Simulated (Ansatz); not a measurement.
# C₂H₃F₂N: up Jacob's ladder to CCSD(T)

An exercise on one series of results from a longer session: the logs are not shown, and one member is left open.

Program: Ansatz 0.2.0, Gaussian basis. Level of theory: functionals in def2-TZVPP, the program's frozen cores in correlated methods. These are calculated values, not measurements.

Plan: LDA (SPW92), PBE-D4, revPBE-D4, BLYP-D4, r2SCAN-D4, B97M-V, PBE0-D4, B3LYP-D4, r2SCANh-D4, r2SCAN0-D4, HSE06-D4, BHLYP-D4, CAM-B3LYP-D4, LC-ωPBE, ωB97X-V, ωB97M-V, B2PLYP, PBE-QIDH; CCSD(T)/def2-SVP; CCSD(T)/def2-TZVPP; MP2/def2-QZVPP; extrapolation to the limit; RPA on PBE.

### The geometry

An earlier PBE0-D4 in a triple-zeta def2 set relaxation fixed the geometry.

SMILES `CN=C(F)F`, 8 atoms, charge 0, spin multiplicity 1.

Atoms are counted from 1 here; the program's logs count them from 0.

Bond lengths: C1–N2 1.442 Å, C1–H6 1.092 Å, C1–H7 1.094 Å, C1–H8 1.092 Å, N2–C3 1.231 Å, C3–F4 1.324 Å, C3–F5 1.309 Å. Angles: N2–C1–H6 108.6°, N2–C1–H7 114.3°, N2–C1–H8 108.7°, H6–C1–H7 109.0°, H6–C1–H8 107.1°, H7–C1–H8 109.0°, C1–N2–C3 120.9°, N2–C3–F4 128.3°, N2–C3–F5 123.5°, F4–C3–F5 108.2°.

Geometry (Å):

```
C    -0.90972   -0.20559    0.49835
N     0.01529    0.74627   -0.06522
C     1.06224    0.37353   -0.59443
F     1.51244   -0.86251   -0.74093
F     1.93641    1.19310   -1.12158
H    -1.06421    0.03912    1.55109
H    -0.58650   -1.24720    0.41876
H    -1.87386   -0.09383   -0.00184
```

The first run:

The input, in.yaml:

```yaml
crystal:
  periodic: [false, false, false]
  atoms:
    - {symbol: C, position_ang: [-0.909715, -0.205591, 0.498348]}
    - {symbol: N, position_ang: [0.015293, 0.746271, -0.065217]}
    - {symbol: C, position_ang: [1.062241, 0.373531, -0.594429]}
    - {symbol: F, position_ang: [1.512438, -0.862512, -0.740934]}
    - {symbol: F, position_ang: [1.936413, 1.193103, -1.121580]}
    - {symbol: H, position_ang: [-1.064208, 0.039121, 1.551092]}
    - {symbol: H, position_ang: [-0.586501, -1.247196, 0.418758]}
    - {symbol: H, position_ang: [-1.873861, -0.093827, -0.001837]}
basis:
  gaussian: {orbitals: def2-TZVPP}
hamiltonian: {xc: lda}
output: {orbitals: {seedname: orbitals}}
```

Started as:

```sh
$ ansatz run in.yaml --threads 2 --pin off --events-out ev --progress --plain --max-ram 4352MiB
```

Among the steps run: LDA; PBE-D4 (GGA); revPBE-D4 (GGA); BLYP-D4 (GGA); r2SCAN-D4 (meta-GGA); B97M-V (meta-GGA); B3LYP-D4 (hybrid); r2SCANh-D4 (hybrid); r2SCAN0-D4 (hybrid); HSE06-D4 (hybrid); BHLYP-D4 (hybrid); CAM-B3LYP-D4 (range-separated); LC-ωPBE (range-separated); ωB97X-V (range-separated); ωB97M-V (range-separated); B2PLYP (double hybrid); PBE-QIDH (double hybrid).

One of the session's tables, all rows but one given; the rest of the session is left out.

It belongs to the step «Orbital energies across the functionals». 

```
  functional  HOMO (eV)  LUMO (eV)  gap (eV)
 LDA (SPW92)          ?          ?         ?
      PBE-D4      -6.90      -0.60      6.30
   revPBE-D4      -6.84      -0.49      6.34
     BLYP-D4      -6.81      -0.53      6.28
   r2SCAN-D4      -7.26      -0.32      6.94
      B97M-V      -7.42      -0.16      7.27
     PBE0-D4      -8.52       0.55      9.06
    B3LYP-D4      -8.28       0.22      8.49
  r2SCANh-D4      -7.86       0.09      7.95
  r2SCAN0-D4      -8.76       0.72      9.48
    HSE06-D4      -8.11       0.16      8.26
    BHLYP-D4     -10.05       1.78     11.83
CAM-B3LYP-D4     -10.01       1.72     11.73
     LC-ωPBE     -11.37       3.02     14.39
     ωB97X-V     -11.02       2.98     13.99
     ωB97M-V     -10.93       2.83     13.75
```

Estimate the missing values for LDA (SPW92).

**Answer.** HOMO (eV): -7.04; LUMO (eV): -0.90; gap (eV): 6.14. In the column «HOMO (eV)» it lies between r2SCAN-D4 (-7.26) and PBE-D4 (-6.90).
